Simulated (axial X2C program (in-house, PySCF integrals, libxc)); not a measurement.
**Outer orbitals of PF⁺ at 1.524 Å, PBE0**

Computed with an axial X2C code built on PySCF integrals. Spin-free means the one-electron spin-free X2C Hamiltonian; two-component (2c) means X2C with spin–orbit coupling and atomic mean-field two-electron Coulomb and Gaunt terms, so the difference of the two also holds small scalar two-electron terms. Basis: P dyall-v3z [8s7p2d1f], F dyall-av3z [7s6p3d2f] (cores contracted in-house); Gaussian nuclei, density fitting, unrestricted open shells. Masses: P 30.974 u, F 18.998 u.

The distance is close to the 2c PBE0 minimum; the highest filled and lowest empty levels are listed.

Spin-free orbitals, state M_S = 1/2, Λ = 1 (beyond evenly filled blocks: π+α) (Löwdin shares):

```json
{"symmetry": "σα", "occupied": "yes", "ε (eV)": "-26.65", "atomic character": "52% F p, 36% P s, 8% F s"}
{"symmetry": "σβ", "occupied": "yes", "ε (eV)": "-25.96", "atomic character": "61% F p, 28% P s, 8% F s"}
{"symmetry": "π+α", "occupied": "yes", "ε (eV)": "-22.61", "atomic character": "84% F p, 10% P p, 3% P d"}
{"symmetry": "π-α", "occupied": "yes", "ε (eV)": "-22.23", "atomic character": "85% F p, 10% P p, 4% P d"}
{"symmetry": "π+β", "occupied": "yes", "ε (eV)": "-22.05", "atomic character": "86% F p, 8% P p, 4% P d"}
{"symmetry": "π-β", "occupied": "yes", "ε (eV)": "-22.05", "atomic character": "86% F p, 8% P p, 4% P d"}
{"symmetry": "σα", "occupied": "yes", "ε (eV)": "-21.42", "atomic character": "36% F p, 32% P s, 24% P p"}
{"symmetry": "σβ", "occupied": "yes", "ε (eV)": "-20.57", "atomic character": "40% P s, 28% F p, 25% P p"}
{"symmetry": "π+α", "occupied": "yes", "ε (eV)": "-15.20", "atomic character": "78% P p, 12% F p, 5% F d"}
{"symmetry": "π-α", "occupied": "no", "ε (eV)": "-12.68", "atomic character": "78% P p, 11% F p, 5% F d"}
{"symmetry": "π-β", "occupied": "no", "ε (eV)": "-11.40", "atomic character": "80% P p, 10% F p, 5% F d"}
{"symmetry": "π+β", "occupied": "no", "ε (eV)": "-11.40", "atomic character": "80% P p, 10% F p, 5% F d"}
{"symmetry": "σα", "occupied": "no", "ε (eV)": "-8.06", "atomic character": "53% P p, 26% P d, 9% F s"}
```

Spinors with spin–orbit coupling (state Ω = 1/2):

```
   ω  occupied  ε (eV)           atomic character  λ mixture
-1/2       yes  -26.65   52% F p, 36% P s, 8% F s     100% σ
 1/2       yes  -25.95   61% F p, 28% P s, 8% F s     100% σ
 1/2       yes  -22.63   84% F p, 10% P p, 3% P d     100% π
-3/2       yes  -22.21   85% F p, 10% P p, 4% P d     100% π
-1/2       yes  -22.06    86% F p, 8% P p, 4% P d     100% π
 3/2       yes  -22.02    86% F p, 8% P p, 4% P d     100% π
-1/2       yes  -21.41  36% F p, 32% P s, 24% P p     100% σ
 1/2       yes  -20.57  40% P s, 28% F p, 25% P p     100% σ
 1/2       yes  -15.21   78% P p, 12% F p, 5% F d     100% π
-3/2        no  -12.65   78% P p, 11% F p, 5% F d     100% π
-1/2        no  -11.41   80% P p, 10% F p, 5% F d     100% π
 3/2        no  -11.37   80% P p, 10% F p, 5% F d     100% π
-1/2        no   -8.05   53% P p, 26% P d, 9% F s     100% σ
```

Q: How does the gap between the highest filled and lowest empty level change from the spin-free to the 2c table?

A: From 2.52 to 2.56 eV at PBE0, a change of 0.04 eV.

Mulliken charges and populations of the two-component result (they depend on the basis, above all on diffuse functions):

P 1.05 e (s 5.90 p 7.85 d 0.17 f 0.03), F -0.05 e (s 3.91 p 5.10 d 0.03). ⟨Lz⟩ = 1.00 ħ and ⟨Sz⟩ = -0.50 ħ (-0.49 and -0.01 on the two atoms), which add up to Ω.

Occupations by symmetry block were frozen at the best pattern of an incomplete PBE0 search. Density functionals use the spin component along the axis (collinear). Without a current term, density functionals place determinants with orbital angular momentum somewhat too high.
